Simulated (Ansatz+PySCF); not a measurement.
Values are calculated unless marked as measured or tabulated.
Input for PySCF 2.14.0:

```python
from pyscf import gto, scf, cc

mol = gto.M(atom="""
C 0.014450 -0.047070 -1.247630
C 0.023800 -0.020760 0.253230
C -0.026740 0.011960 1.384730
H 0.024420 -0.985700 -1.647010
H -0.846350 0.496560 -1.652220
H 0.860930 0.544930 -1.608390
H 0.011480 -0.048510 2.495450
""", basis='def2-svp', charge=0, spin=0)
mf = scf.RHF(mol)
mf.kernel()
mycc = cc.CCSD(mf, frozen=3).run()
et = mycc.ccsd_t()
print(mf.e_tot, mycc.e_corr, et, mycc.e_tot + et)
```

The script is written out from the run's settings.

Output:

```json
{
 "Converged": "yes",
 "Reference energy": "-115.76485 hartree",
 "CCSD correlation energy": "-0.41793 hartree",
 "Triples correction": "-0.01447 hartree",
 "Total energy": "-116.19725 hartree"
}
```
